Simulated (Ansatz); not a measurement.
CH$_{5}$BS (`BSC`), charge 0, multiplicity 1.

Question: Give a relaxed structure at PBE0-D4/def2-TZVP (Ansatz). (Estimate.)

Answer: Ansatz gave: 
Cartesian coordinates in Å:
```
B -0.2609 -1.2014 -1.0019
S -0.2202 -0.8362 0.7085
C 0.1982 0.9195 0.8263
H -0.0363 -0.3606 -1.8191
H -0.5245 -2.3290 -1.2868
H 1.1232 1.0276 1.3921
H -0.6020 1.4408 1.3510
H 0.3224 1.3392 -0.1701
```
Point group Cs.
